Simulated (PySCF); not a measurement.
Ligands exchanged one at a time, B Cl-NH2. Gas-phase values, no solvent. Strings in code marks are SMILES.

The T1 excitation (TDA) from two functionals at the same geometries (CAM-B3LYP-D3(BJ)/def2-TZVP), both in PySCF: PBE-D3(BJ)/def2-TZVP and CAM-B3LYP-D3(BJ)/def2-TZVP. Excitations are Tamm–Dancoff values on a coarser integration grid. The basis has no diffuse functions, so Rydberg states are missing or too high.

| species | CAM-B3LYP-D3(BJ)/def2-TZVP (eV) |
|---|---|
| 0 of 3 Cl replaced by NH2 (`ClB(Cl)Cl`) | 5.74 |
| 1 of 3 Cl replaced by NH2 (`NB(Cl)Cl`) | 6.43 |
| 2 of 3 Cl replaced by NH2 (`NB(N)Cl`) | 6.32 |

Question: What does PBE-D3(BJ)/def2-TZVP give for each?

Answer: 
- 0 of 3 Cl replaced by NH2 (`ClB(Cl)Cl`): 4.93
- 1 of 3 Cl replaced by NH2 (`NB(Cl)Cl`): 5.88
- 2 of 3 Cl replaced by NH2 (`NB(N)Cl`): 5.70
Over these rows, drawn at random from the members with no instability flagged (it was tested for open shells, ions and some series alone), PBE minus CAM-B3LYP-D3(BJ): mean -0.66 eV, from -0.81 eV to -0.56 eV.
